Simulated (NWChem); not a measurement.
Species: hydrogen cyanide (CHN); SMILES C#N

All runs: NWChem. Pople sets run with spherical d functions. STO-3G and 3-21G are far too small for this property and stand as cheap habits. All runs use the structure optimised with PBE0-D3(BJ)/def2-TZVP. B3LYP is NWChem's, with the RPA form of VWN correlation. Field at 589 nm.

Question: Among these, which level gives the highest value of “anisotropy (bohr³)”?
A) B3LYP/6-31G*
B) B3LYP/def2-SVP
C) B3LYP/STO-3G
D) B3LYP/def2-TZVPD

Answer: A, B3LYP/6-31G*. Values: B3LYP/STO-3G 8.7; B3LYP/def2-TZVPD 8.8; B3LYP/def2-SVP 11.4; B3LYP/6-31G* 12.1
